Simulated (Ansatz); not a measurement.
Species: C4H3O (charge -1, singlet). It need not be the lowest isomer of its formula. Whether it binds its extra electron was not tested at this geometry. 
Coordinates optimised at B3LYP-D3(BJ)/def2-TZVP (Ansatz, a quantum-chemistry and plane-wave program):
SMILES: [c-]1ccoc1
```xyz
8

O      0.0010     0.0139     1.1471
C      0.0092     1.1245     0.2468
C     -0.0083    -1.0624     0.3173
C      0.0056     0.8006    -1.0718
C     -0.0061    -0.6613    -0.9841
H      0.0172     2.0595     0.7919
H     -0.0157    -2.0280     0.8048
H     -0.0123    -1.3515    -1.8226
```
Charge -1, spin multiplicity 1.

Total electronic energies in hartree. Cores are frozen in the correlated levels unless marked. Spin-orbit coupling is left out. No relativistic terms. 

The Hartree-Fock reference is unstable (checked in the largest basis), which strains HF and MP2. 

```
level                          program  energy (Eh)
----------------------  --------------  -----------
HF/STO-3G                       Ansatz   -224.93820
HF/6-31G                        Ansatz   -227.84846
HF/6-31G*                       Ansatz   -227.94709
RI-HF/cc-pVQZ                   Ansatz   -228.06297
BLYP-D3(BJ)/def2-TZVPD  Ansatz + dftd3   -229.41326
B3LYP/def2-TZVPD                Ansatz   -229.47239
PBE0/6-31G*                     Ansatz   -229.08693
HSE06-D4/def2-TZVPD     Ansatz + dftd4   -229.19403
LC-wPBE-D4/def2-TZVPD   Ansatz + dftd4   -229.31165
LC-wPBE/def2-TZVPD              Ansatz   -229.30386
MP2/aug-cc-pVDZ                 Ansatz   -228.75624
RI-MP2/cc-pVQZ                  Ansatz   -229.00442
CCSD(T)/STO-3G                  Ansatz   -225.26482
CCSD(T)/cc-pVDZ                 Ansatz   -228.74530
```

Totals of different functionals don't rank their quality; only differences between species are comparable.
